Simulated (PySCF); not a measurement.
**Shieldings and the share of exact exchange**

Molecule: `InChI=1S/C2H3P/c1-2-3/h1H3`.

Atoms are numbered as in `[CH3:1][C:2]#[P:3]`. Hydrogens are named by the atom that carries them.

GIAO shieldings (ppm, equivalent atoms averaged) in PySCF 2.14.0 with density-fitted response routines on the PBE0-D3(BJ)/def2-SVP geometry, basis pcSseg-2, gas phase, non-relativistic:

| functional | exact exchange (%) | σ(C1) |
| --- | --- | --- |
| BLYP | 0 | 159.0 |
| BP86 | 0 | 162.7 |
| PBE | 0 | 163.1 |
| PBE0 | 25 | 168.1 |
| mPW1PW91 | 25 | 167.3 |
| HF | 100 | 177.7 |

Task: Fit each shielding as a line in the percentage of exact exchange.

Result: σ(C1) = 162.3 + 0.16 x (rms 1.6 ppm). The functionals also differ in their semilocal parts, which the line can't hold; Hartree–Fock has no correlation at all.

Task: What does the line predict for B3LYP (20 %), and what does the run give?

Result: σ(C1): 165.5 predicted, 163.5 computed ppm.
